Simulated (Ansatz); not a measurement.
SiH₂⁻, doublet: reading a ladder of total energies

Geometry: displaced at random from a stationary point.

| atom | x (Å) | y (Å) | z (Å) |
| --- | --- | --- | --- |
| Si | 0.0085 | -0.0717 | -0.0005 |
| H | -0.1564 | 1.0156 | 1.1269 |
| H | -0.0798 | 0.9832 | -1.1129 |

Basis aug-cc-pVDZ; Ansatz 0.2.0. Correlated methods freeze the noble-gas cores, which leaves 7 electrons in 40 orbitals. R marks a restricted (for open shells ROHF) determinant, U an unrestricted one.

Full CI isn't at hand for all of this; UCCSDT(Q) serves as the reference, and is uncertain by about the last step of the cluster series.

Runs differ by some tens of microhartree through their thresholds and, for an open shell, their frozen cores, so steps under 0.03 kcal/mol mean nothing.

```
    level  total energy (hartree)
      UHF             -290.041085
     UMP2             -290.147591
    UCCSD             -290.175062
 UCCSD(T)             -290.179242
   UCCSDT             -290.180202
UCCSDT(Q)             -290.180386
```

What is the correlation energy at UCCSDT(Q), and what share of it do UMP2 and UCCSD(T) recover?

E(corr) = -290.180386 − (-290.041085) = -0.139301 hartree = -3.791 eV. UMP2: -0.106506 / -0.139301 = 76.46 %. UCCSD(T): -0.138157 / -0.139301 = 99.18 %.

By how many kcal/mol does UCCSD(T) miss UCCSDT(Q) (1 hartree = 627.509 kcal/mol), and which steps make up the rest?

-290.179242 − (-290.180386) = 0.001144 hartree = 0.72 kcal/mol. Steps: UCCSDT − UCCSD(T) = -0.60, UCCSDT(Q) − UCCSDT = -0.12 kcal/mol. That is within 1 kcal/mol of the reference in this basis, which itself misses far more of the correlation at the basis-set limit.
